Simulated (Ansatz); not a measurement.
The same path of AlH6NSi (9 atoms, charge 0, multiplicity 1) was run twice with different band settings. Lost on the way: Al1–Si2, N3–H4. Made: Si2–H4.

Computed with RKS PBE0/def2-SVP (Ansatz 0.2.0).

Relaxed end points:

```xyz
9
Properties=species:S:1:pos:R:3
Al -0.790 0.501 0.228
Si 1.269 -0.638 0.922
N -1.202 0.528 -1.498
H -0.646 0.119 -2.241
H -1.804 1.218 1.222
H 0.975 -1.881 1.710
H 2.111 -1.047 -0.250
H 2.118 0.235 1.798
H -2.031 0.964 -1.891
```

```xyz
9
Properties=species:S:1:pos:R:3
Al -1.543 0.849 -0.152
Si 1.486 -0.780 0.628
N -2.131 1.061 -1.660
H 0.423 -0.228 -0.297
H -1.464 0.912 1.414
H 0.838 -1.795 1.507
H 2.552 -1.393 -0.213
H 2.021 0.353 1.436
H -2.183 1.022 -2.664
```

Common settings: movable images 5; climbing image yes; spring 5.0 eV/Å²; optimiser quadratic models (default); start path through a guess of the saddle point; iteration limit 60; end points relaxed.

| run | force threshold |
| --- | --- |
| 1 | 0.05 eV/Å |
| 2 | 0.5 eV/Å |

Question: What does each run give, and how far can it be trusted?

Answer: Run 1: converged after 15 iterations, highest image 3.472 eV above the first end. Neighbouring images differ by up to 1.9 eV, so the band resolves the path poorly. A vibrational analysis at the climbing image gives one clearly imaginary mode, 926i cm⁻¹: a first-order saddle point.
Run 2: converged after 4 iterations, highest image 3.264 eV above the first end. The threshold of 0.5 eV/Å is loose, so the images may lie well off the minimum-energy path. Neighbouring images differ by up to 2.4 eV, so the band resolves the path poorly. The order of the stationary point at the top wasn't checked.
The orbitals stay closed-shell, which can raise the energy where a bond breaks towards radicals; this wasn't checked here.
